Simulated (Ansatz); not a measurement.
`O=C(O)O` → `O=[C]O`• + `[OH]`• at 298.15 K and 1 bar (homolysis of the C–O bond).

Gas-phase electronic energies from Ansatz, PBE0-D4/def2-TZVP geometries. CBS: MP2 limit from def2 TZ/QZ plus the TZ coupled-cluster correction, frozen cores. This one scheme is used for every species. No spin–orbit coupling; open shells (•) take unrestricted orbitals. Each species was taken in one conformer, which may not be the lowest.

```
  species  CCSD(T)/CBS energy (Eh)  H − E (kJ/mol)  S (J/(mol·K))
`O=C(O)O`               -264.79774           117.5          262.7
`O=[C]O`•               -188.93150            65.7          251.4
  `[OH]`•                -75.67771            31.1          184.0
```

H − E and S are ideal-gas, rigid-rotor, harmonic terms from PBE0-D4/def2-TZVP, for one conformer and one mirror image of each species, with the whole ground term of open shells counted as degenerate. 1 Eh = 2625.50 kJ/mol, R = 8.31446 J/(mol·K).

Task: By hand: ΔE, ΔH, ΔS and ΔG.

Result: ΔE = (-188.93150) + (-75.67771) − (-264.79774) = 0.18853 Eh = 495.0 kJ/mol. Δ(H − E) = 65.7 + 31.1 − 117.5 = -20.7, so ΔH = 474.3 kJ/mol. ΔS = 251.4 + 184.0 − 262.7 = 172.7 J/(mol·K). ΔG = 474.3 − 298.15 × (172.7)/1000 = 422.8 kJ/mol.

Task: By hand: the equilibrium constant, and the temperature at which ΔG would vanish if ΔH and ΔS stayed fixed.

Result: log₁₀ K = −ΔG/(RT ln 10) = -74.1. ΔG = 0 at ΔH/ΔS = 2746 K, far beyond where these terms or the molecules hold.

The number of gas molecules changes by +1, which sets the sign of ΔS. A doubt of 5 kJ/mol in ΔE shifts log₁₀ K by 0.9 here. Other conformers and mirror images would add mixing entropy, several J/(mol·K) or more a flexible species. These are equilibria of isolated gas molecules and say nothing of rates. Largest T1 diagnostic: 0.022 (customary marks: 0.02 for closed shells, 0.045 for open ones).
